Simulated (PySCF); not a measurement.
## Bond curve of LiB

Set-up: PySCF, no relativity, basis sets Li cc-pVTZ, B cc-pVTZ. Energies in eV from Li + B in their ground configurations at the same level. State: ³Π (triplet), unpaired electrons σ ↑, π ↑.

All columns are r²SCAN. A positive dipole means Li(−)B(+).

```json
{"R (Å)": "1.836", "E (eV)": "-1.207", "μ (D)": "-5.25", "Mulliken charge on Li (basis-dependent)": "0.10", "HOMO (eV)": "-3.48", "LUMO (eV)": "-2.52", "Mayer bond order": "1.34", "⟨S²⟩": "2.01"}
{"R (Å)": "1.921", "E (eV)": "-1.380", "μ (D)": "-5.37", "Mulliken charge on Li (basis-dependent)": "0.14", "HOMO (eV)": "-3.40", "LUMO (eV)": "-2.44", "Mayer bond order": "1.29", "⟨S²⟩": "2.01"}
{"R (Å)": "2.007", "E (eV)": "-1.481", "μ (D)": "-5.50", "Mulliken charge on Li (basis-dependent)": "0.17", "HOMO (eV)": "-3.33", "LUMO (eV)": "-2.37", "Mayer bond order": "1.24", "⟨S²⟩": "2.01"}
{"R (Å)": "2.071", "E (eV)": "-1.520", "μ (D)": "-5.60", "Mulliken charge on Li (basis-dependent)": "0.20", "HOMO (eV)": "-3.28", "LUMO (eV)": "-2.32", "Mayer bond order": "1.20", "⟨S²⟩": "2.01"}
{"R (Å)": "2.135", "E (eV)": "-1.535", "μ (D)": "-5.69", "Mulliken charge on Li (basis-dependent)": "0.22", "HOMO (eV)": "-3.24", "LUMO (eV)": "-2.28", "Mayer bond order": "1.17", "⟨S²⟩": "2.01"}
{"R (Å)": "2.199", "E (eV)": "-1.530", "μ (D)": "-5.77", "Mulliken charge on Li (basis-dependent)": "0.24", "HOMO (eV)": "-3.20", "LUMO (eV)": "-2.24", "Mayer bond order": "1.13", "⟨S²⟩": "2.01"}
{"R (Å)": "2.284", "E (eV)": "-1.500", "μ (D)": "-5.88", "Mulliken charge on Li (basis-dependent)": "0.26", "HOMO (eV)": "-3.16", "LUMO (eV)": "-2.20", "Mayer bond order": "1.09", "⟨S²⟩": "2.01"}
{"R (Å)": "2.391", "E (eV)": "-1.436", "μ (D)": "-5.99", "Mulliken charge on Li (basis-dependent)": "0.29", "HOMO (eV)": "-3.12", "LUMO (eV)": "-2.16", "Mayer bond order": "1.04", "⟨S²⟩": "2.01"}
{"R (Å)": "2.519", "E (eV)": "-1.335", "μ (D)": "-6.06", "Mulliken charge on Li (basis-dependent)": "0.30", "HOMO (eV)": "-3.09", "LUMO (eV)": "-2.12", "Mayer bond order": "0.99", "⟨S²⟩": "2.01"}
{"R (Å)": "2.690", "E (eV)": "-1.182", "μ (D)": "-6.09", "Mulliken charge on Li (basis-dependent)": "0.32", "HOMO (eV)": "-3.07", "LUMO (eV)": "-2.14", "Mayer bond order": "0.92", "⟨S²⟩": "2.01"}
```

A fit through these points gives, at Re = 2.148 Å, μ = -5.71 D and dμ/dR = -1.37 D/Å; the reduced mass is 4.285 u.

Problem. How strong is the fundamental in the double-harmonic approximation, I = 42.26·(dμ/dR)²/μred km/mol?

Solution. I = 42.26·(-1.37)²/4.285 = 18.5 km/mol at r²SCAN.

The state was picked by a PBE0 search and need not be the measured ground state.
